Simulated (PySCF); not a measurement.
**The first ionisation energy along the alkaline earths**

Calculated with PySCF 2.14 from differences of total energies of unrestricted determinants, without spin-orbit coupling. Values in eV. The last column holds reference values (NIST; (s) semi-empirical, (t) theoretical, else measured). Unmarked ones compare directly (S terms, centres of terms, or small fine structure); those marked * lie between the lowest fine-structure levels and include a spin-orbit shift.

```json
{"element": "Be (aug-cc-pVQZ-DK, spin-free X2C)", "configurations": "[He] 2s2 → [He] 2s1", "UHF": "8.044", "LDA": "9.026", "MP2 (valence)": "8.848", "SCS-MP2 (valence)": "9.009", "CCSD(T) (valence)": "9.296", "CCSDT (valence)": "9.296", "reference": "9.323"}
{"element": "Mg (aug-cc-pVQZ-DK, spin-free X2C)", "configurations": "[Ne] 3s2 → [Ne] 3s1", "UHF": "6.615", "LDA": "7.733", "MP2 (valence)": "7.281", "SCS-MP2 (valence)": "7.414", "CCSD(T) (valence)": "7.537", "CCSDT (valence)": "7.537", "reference": "7.646"}
{"element": "Ca (aug-cc-pVQZ-X2C, spin-free X2C)", "configurations": "[Ar] 4s2 → [Ar] 4s1", "UHF": "5.137", "LDA": "6.244", "MP2 (valence)": "5.699", "SCS-MP2 (valence)": "5.811", "CCSD(T) (valence)": "5.917", "CCSDT (valence)": "5.917", "reference": "6.113"}
{"element": "Ba (aug-cc-pVQZ-X2C, spin-free X2C)", "configurations": "[Xe] 6s2 → [Xe] 6s1", "UHF": "4.274", "LDA": "5.394", "MP2 (valence)": "4.755", "SCS-MP2 (valence)": "4.851", "CCSD(T) (valence)": "4.923", "CCSDT (valence)": "4.923", "reference": "5.212"}
```

Q: Fill in the row of Sr (aug-cc-pVQZ-X2C, spin-free X2C) ([Kr] 5s2 → [Kr] 5s1).

A: UHF 4.746; LDA 5.881; MP2 (valence) 5.261; SCS-MP2 (valence) 5.364; CCSD(T) (valence) 5.448; CCSDT (valence) 5.448; reference 5.695 (eV).

"Valence" correlates the outer s and p shells and, in groups 3 to 12 and the f block, the outer d or f shell, open or full, or the next shell where the ion has no valence electron left; the wider scheme adds the next inner shell.
